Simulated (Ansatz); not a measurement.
**FH4NSi: basis-set convergence**

An exercise on one series of results from a longer session: the logs are not shown, and one member is left open.

Program: Ansatz 0.2.0, Gaussian basis. Level of theory: one geometry, several basis sets. These are calculated values, not measurements.

The runs, in order: PBE0-D4/def2-SVP; ωB97M-V/def2-SVP; PBE0-D4/def2-QZVPP; ωB97M-V/def2-QZVPP; the functionals' def2-TZVPP values are taken from earlier runs.

**Structure used throughout**

All runs share one geometry, relaxed beforehand with PBE0-D4 in a triple-zeta def2 set.

SMILES `N[SiH2]F`, 7 atoms, charge 0, spin multiplicity 1.

Atoms are counted from 1 here; the program's logs count them from 0.

Bond lengths: N1–Si2 1.695 Å, N1–H4 1.006 Å, N1–H5 1.006 Å, Si2–F3 1.605 Å, Si2–H6 1.479 Å, Si2–H7 1.479 Å. Angles: Si2–N1–H4 122.0°, Si2–N1–H5 122.0°, H4–N1–H5 111.8°, N1–Si2–F3 114.6°, N1–Si2–H6 108.3°, N1–Si2–H7 108.3°, F3–Si2–H6 105.8°, F3–Si2–H7 105.8°, H6–Si2–H7 114.0°.

Coordinates:

```xyz
7
FH4NSi
N    -0.7615    0.3390   -0.6252
Si    0.5311   -0.1157    0.3734
F     0.5151   -1.6539    0.8298
H    -0.7866    0.1051   -1.6036
H    -1.6822    0.5135   -0.2584
H     0.4559    0.6762    1.6207
H     1.7894    0.0680   -0.3823
```

Set-up of the first run:

File in.yaml:

```yaml
crystal:
  periodic: [false, false, false]
  atoms:
    - {symbol: N, position_ang: [-0.761477, 0.339004, -0.625183]}
    - {symbol: Si, position_ang: [0.531091, -0.115712, 0.373420]}
    - {symbol: F, position_ang: [0.515109, -1.653947, 0.829813]}
    - {symbol: H, position_ang: [-0.786636, 0.105062, -1.603614]}
    - {symbol: H, position_ang: [-1.682215, 0.513456, -0.258446]}
    - {symbol: H, position_ang: [0.455904, 0.676188, 1.620654]}
    - {symbol: H, position_ang: [1.789425, 0.068050, -0.382342]}
basis:
  gaussian: {orbitals: def2-SVP}
hamiltonian: {xc: pbe0, dispersion: d4}
output: {orbitals: {seedname: orbitals}}
```

Among the steps run: PBE0-D4 in def2-SVP; ωB97M-V in def2-SVP; PBE0-D4 in def2-QZVPP; ωB97M-V in def2-QZVPP.

One table of the session follows, with a row left open; its other results are not shown here.

| functional | basis | HOMO (eV) | LUMO (eV) |
| --- | --- | --- | --- |
| PBE0-D4 | def2-SVP | -7.92 | 1.36 |
| PBE0-D4 | def2-TZVPP | -8.15 | 0.57 |
| PBE0-D4 | def2-QZVPP | -8.20 | 0.28 |
| ωB97M-V | def2-SVP | -10.34 | 3.07 |
| ωB97M-V | def2-TZVPP | ? | ? |
| ωB97M-V | def2-QZVPP | -10.63 | 1.56 |

Q: Estimate the row for ωB97M-V, def2-TZVPP from the others.

As computed: HOMO (eV): -10.59; LUMO (eV): 2.02. In the column «HOMO (eV)» it lies between ωB97M-V, def2-QZVPP (-10.63) and ωB97M-V, def2-SVP (-10.34).
